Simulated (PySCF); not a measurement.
Compound: C₄H₃FS.
SMILES with atom numbers: `[F:1][c:2]1[cH:3][cH:4][cH:5][s:6]1` (hydrogens: H7 on C3; H8 on C4; H9 on C5)

Cartesian coordinates in Å at the PBE0-D3(BJ)/def2-TZVP level; atoms count from 1:
```
atom  x, y, z in Å
F1     2.4332    0.5931   -0.7952
C2     1.1825    0.3958   -0.4070
C3     0.6212   -0.7828   -0.0419
C4    -0.7430   -0.6021    0.3110
C5    -1.1595    0.6880    0.2019
S6     0.0975    1.7227   -0.3356
H7     1.1570   -1.7211   -0.0301
H8    -1.3887   -1.4068    0.6354
H9    -2.1358    1.0976    0.4080
```

All values: wB97X-D/pcSseg-2 (PySCF, non-relativistic), on one gas-phase PBE0-D3(BJ)/def2-TZVP geometry that isn't relaxed in the solvent. The solvent is an IEF-PCM continuum (Bondi radii, 1.10 Å for H, scaled by 1.2). Specific hydrogen bonds and non-electrostatic terms are outside this model.

Gas phase at wB97X-D/pcSseg-2: HOMO -8.63 eV, LUMO 1.29 eV, dipole 1.56 D.

**Question.** What does the continuum do to the energy, the frontier levels and the dipole at wB97X-D/pcSseg-2 in chloroform?

**Answer.** 
```json
{"solvent": "chloroform", "ε": "4.711", "E(solvent) − E(gas) (kcal/mol)": "-1.79", "polarisation term (kcal/mol)": "-1.95", "distortion of the solute (kcal/mol)": "0.16", "HOMO (eV)": "-8.58", "LUMO (eV)": "1.34", "dipole (D)": "1.88"}
```

Polarisation term: ½ Σ q·V over the induced surface charges. Distortion: the rise of the solute's own energy as its density leaves the gas-phase optimum.

**Question.** Which radius a makes the point-dipole formula ΔE = −[(ε − 1)/(2ε + 1)]·μ²/a³ give the value in chloroform, with the gas-phase dipole?

**Answer.** μ = 0.612 au and |ΔE| = 0.00285 Eh give a = 1.91 Å; the farthest nucleus lies 2.62 Å from the centroid of the nuclei, so such a sphere wouldn't even hold the nuclei. The formula assumes a rigid point dipole at the centre of a sphere.

**Question.** Give the dipole vector in the frame of the coordinates (D, pointing from negative to positive charge), gas and chloroform.

**Answer.** Gas (-1.33, -0.63, 0.49), solvent (-1.61, -0.78, 0.59). Its length changes by +21 % and its direction by less than 1°.

The pairwise dispersion term of wB97X-D wasn't added to the energies; at a given geometry it leaves orbitals and properties as they are.
